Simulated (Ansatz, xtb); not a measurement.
C2FO2+: where a starting geometry ends

The starting geometry of this gas-phase singlet was built from a drawn formula by distance geometry and a force field; its bonds are those of `O=c1o[c+]1F`.

```csv
atom,x (Å),y (Å),z (Å)
C,-0.7195,-1.6261,-0.3753
C,0.4502,-1.0266,0.1242
F,0.1742,-0.1387,1.1637
O,-1.7267,-2.2593,-0.3517
O,-0.0194,-0.7771,-1.1622
```

Q: Where would you expect an optimisation with r2SCAN-D4/def2-SVP to take it?

A: A bond breaks, giving a structure given below by its coordinates. Distances that change by over a tenth: C1–C2 (1.41 → 1.56 Å), C2–O5 (1.39 → 1.17 Å). Contacts that open: C1–O5 (1.35 → 2.31 Å).

The energy falls by 4.21 eV over 14 steps:

```
step  E − E(last) (eV)
   1             4.206
   2             3.158
   4             1.661
   5             1.313
   7             0.640
   8             0.097
  10             0.004
  11             0.000
  13             0.000
  14             0.000
```

Final geometry (Å):

```xyz
5

C    -1.0108   -1.8079   -0.0830
C     0.0927   -0.7032   -0.1017
F     0.3980   -0.3541    1.0849
O    -1.7753   -2.5828   -0.3357
O     0.4542   -0.3799   -1.1658
```

From the same start GFN2-xTB reaches the same bonding as this run.

The end wasn't checked by frequencies. Run with Ansatz 0.2.0, 17 s on 1 thread of Intel(R) Xeon(R) 6975P-C (Granite Rapids) (shared host).
